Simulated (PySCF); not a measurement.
## Simulated absorption spectrum

Compound: (SiH3)2PH, H7PSi2.
Numbering: `[SiH3:1][PH:2][SiH3:3]` (hydrogens: H4, H5, H6 on Si1; H7 on P2; H8, H9, H10 on Si3)

The calculation used TDDFT B3LYP/def2-SVPD, vertical, gas phase, core orbitals frozen in the response (PySCF). Isolated species at its PBE0-D3(BJ)/def2-SVP geometry, gas phase.

Broadening: Gaussians 0.4 eV wide at half height, area fixed by f = 4.319×10⁻⁹ ∫ε dν̃. The width is an assumption, not a result. The curve ends short of the highest state used, and states not computed would add to its high-energy end.

```csv
E (eV),ε (L mol⁻¹ cm⁻¹)
5.42,4
5.44,6
5.46,9
5.48,14
5.50,20
5.52,30
5.54,42
5.56,60
5.58,83
5.60,115
5.62,156
5.64,208
5.67,314
5.69,406
5.71,518
5.73,652
5.75,810
5.77,993
5.79,1203
5.81,1438
5.83,1697
5.85,1979
5.87,2280
5.89,2597
5.92,3093
5.94,3429
5.96,3766
5.98,4098
6.00,4423
6.02,4739
6.04,5045
6.06,5339
6.08,5624
6.10,5900
6.12,6169
6.14,6431
6.17,6813
6.19,7057
6.21,7290
6.23,7505
6.25,7697
6.27,7857
6.29,7977
6.31,8050
6.33,8067
6.35,8023
6.37,7912
6.39,7734
6.42,7343
6.44,7006
6.46,6617
6.48,6184
6.50,5718
6.52,5232
6.54,4736
6.56,4244
```

Q: Where are the band maxima, and which computed states make them?

A: 196 nm (6.33 eV), ε about 8100, made up of S2 (12%), S3 (59%) and S4 (28%) (ε in L mol⁻¹ cm⁻¹; maxima over ε = 5, shares over 10%). The states used: S1 6.02 eV (f 0.0041); S2 6.05 eV (f 0.052); S3 6.33 eV (f 0.071); S4 6.44 eV (f 0.042); S5 6.79 eV (f 0.0037); S6 7.16 eV (f 0.0080).

Q: What would ε be at 6.33 eV, the highest of these maxima, with half the width (0.2 eV)?

A: About 12100 L mol⁻¹ cm⁻¹ against 8070, a factor of about 1.5; a lone state at its own centre would give exactly 2.

Q: On this curve, what absorbance would a 10⁻⁴ mol/L sample give at 222 nm over a 1 cm path?

A: 222 nm is 5.585 eV, where ε is about 90 L mol⁻¹ cm⁻¹, so A = ε c l ≈ 0.009 (Beer–Lambert, with the gas-phase spectrum and the assumed width).

Q: Coming from long wavelengths, where does ε first pass 100 L mol⁻¹ cm⁻¹?

A: At about 222 nm (5.59 eV), 0.42 eV below S1.
